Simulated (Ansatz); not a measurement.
in.yaml

```yaml
crystal:
  periodic: [false, false, false]
  atoms:
    - {symbol: B, position_ang: [-0.009373, -0.242435, 1.564518]}
    - {symbol: Si, position_ang: [-0.010206, -0.180614, -0.906241]}
    - {symbol: C, position_ang: [0.037758, 0.727168, 0.506988]}
    - {symbol: H, position_ang: [-0.065019, -1.032001, 2.429667]}
basis:
  gaussian: {orbitals: cc-pVDZ}
correlation: {method: fic_mrcisd_q, electrons: outside_noble_gas, active_space: {window: {electrons: 8, orbitals: 8}}}
```

```sh
$ ansatz run in.yaml --threads 1 --pin off --events-out ev --progress --plain --max-ram 2393MiB
```

Log:

```
493 factors; integrals over basis functions are off by at most 8.4e-4 eV
mean field evaluation 1: about -9574.2479 eV, gradient 3.2e1 eV
mean field evaluation 2: about -9574.2518 eV, gradient 3.2e1 eV
mean field evaluation 4: about -9577.2410 eV, gradient 2.9e0 eV
mean field evaluation 8: about -9577.2865 eV, gradient 2.3e-4 eV
mean field -9577.28648069 eV, -351.9587864473 hartree, gradient 2.2e-6 eV, S^2 0.000000; 0 other end points of the search recorded, 0 dependent functions left out
reference -9577.28648069 eV, -351.9587864473 hartree; 13, 13 occupied and 38, 38 virtual orbitals, 493 factors
state -9580.16850195 eV, -352.0646987751 hartree
contracted CI cycle   1: correlation 0.00000000 eV, 0.0000000000 hartree, residual 1.78e1 eV
contracted CI cycle   2: correlation -5.01208870 eV, -0.1841908623 hartree, residual 3.83e0 eV
contracted CI cycle   3: correlation -5.27998314 eV, -0.1940358015 hartree, residual 1.23e0 eV
contracted CI cycle   4: correlation -5.30954567 eV, -0.1951222044 hartree, residual 4.69e-1 eV
contracted CI cycle   5: correlation -5.31345228 eV, -0.1952657698 hartree, residual 1.87e-1 eV
contracted CI cycle   6: correlation -5.31408046 eV, -0.1952888549 hartree, residual 7.38e-2 eV
contracted CI cycle   7: correlation -5.31417838 eV, -0.1952924534 hartree, residual 2.81e-2 eV
contracted CI cycle   8: correlation -5.31419256 eV, -0.1952929744 hartree, residual 1.06e-2 eV
contracted CI cycle   9: correlation -5.31419450 eV, -0.1952930458 hartree, residual 4.04e-3 eV
contracted CI cycle  10: correlation -5.31419477 eV, -0.1952930558 hartree, residual 1.39e-3 eV
state -9580.16850195 eV, -352.0646987751 hartree; corrected -9586.08594141 eV, -352.2821606643 hartree
state -9579.84022791 eV, -352.0526349267 hartree
contracted CI cycle   1: correlation 0.00000000 eV, 0.0000000000 hartree, residual 1.88e1 eV
contracted CI cycle   2: correlation -5.35475408 eV, -0.1967835829 hartree, residual 3.72e0 eV
contracted CI cycle   3: correlation -5.59525533 eV, -0.2056218407 hartree, residual 1.01e0 eV
contracted CI cycle   4: correlation -5.61371554 eV, -0.2063002411 hartree, residual 3.05e-1 eV
contracted CI cycle   5: correlation -5.61535144 eV, -0.2063603593 hartree, residual 1.02e-1 eV
contracted CI cycle   6: correlation -5.61552712 eV, -0.2063668153 hartree, residual 3.52e-2 eV
contracted CI cycle   7: correlation -5.61554806 eV, -0.2063675849 hartree, residual 1.26e-2 eV
contracted CI cycle   8: correlation -5.61555071 eV, -0.2063676822 hartree, residual 4.45e-3 eV
contracted CI cycle   9: correlation -5.61555104 eV, -0.2063676945 hartree, residual 1.47e-3 eV
state -9579.84022791 eV, -352.0526349267 hartree; corrected -9586.07187097 eV, -352.2816435851 hartree
state -9580.16850195 eV, -352.0646987751 hartree; corrected -9586.08594141 eV, -352.2821606643 hartree
2 active orbitals were swapped for others, from the solution at -9579.84010979 eV, -352.0526305859 hartree to that at -9580.16842223 eV, -352.0646958454 hartree; typed "places" are swapped only where nearly empty or full, and so, without "given_window_search", are "orbital_numbers", "shells" and a window whose orbitals a file names under [Active]
Total energy: -9586.08594141 eV, -352.2821606643 hartree
```

Ran on 1 thread of Arm Neoverse V2, shared host: 16 s wall, 0.3 GiB peak host memory.
